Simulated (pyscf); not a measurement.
O=Cr(=O)(OH)–OH (SMILES [O]=[Cr](=[O])([OH])[OH]) + HF (SMILES F) → O=Cr(=O)(OH)–F (SMILES [O]=[Cr](=[O])([OH])[F]) + H₂O (SMILES O), a four-centre exchange (singlet surface; Cr–O, F–H broken, Cr–F, H–O formed). PySCF, gas phase, ωB97X-D3(BJ)/def2-SVP geometries. Energies in eV from the separated reactants.

AM1 to PM7: differences of heats of formation from MOPAC, which are fitted to 298 K values and so differ in kind from electronic energies by zero-point and thermal terms. 

Problem. Quick PM6 single points give ΔE‡ = 0.19 eV and ΔE = -0.90 eV. What does ωB97M-D3(BJ)/def2-TZVP give, and how far is the quick result from it?

Solution. ωB97M-D3(BJ)/def2-TZVP gives ΔE‡ = 0.35 eV and ΔE = -0.18 eV. PM6 lies 0.16 eV under it in the barrier and 0.72 eV under it in the reaction energy, so on this step it does not hold to within 0.13 eV. ωB97M-D3(BJ)/def2-TZVP has limits of its own. On the reactant side the descent ends in a complex, 0.34 eV under the separated species and 0.68 eV under the saddle at ωB97X-D3(BJ)/def2-TZVP. This is the saddle that the search found; another between the same sides may lie lower.
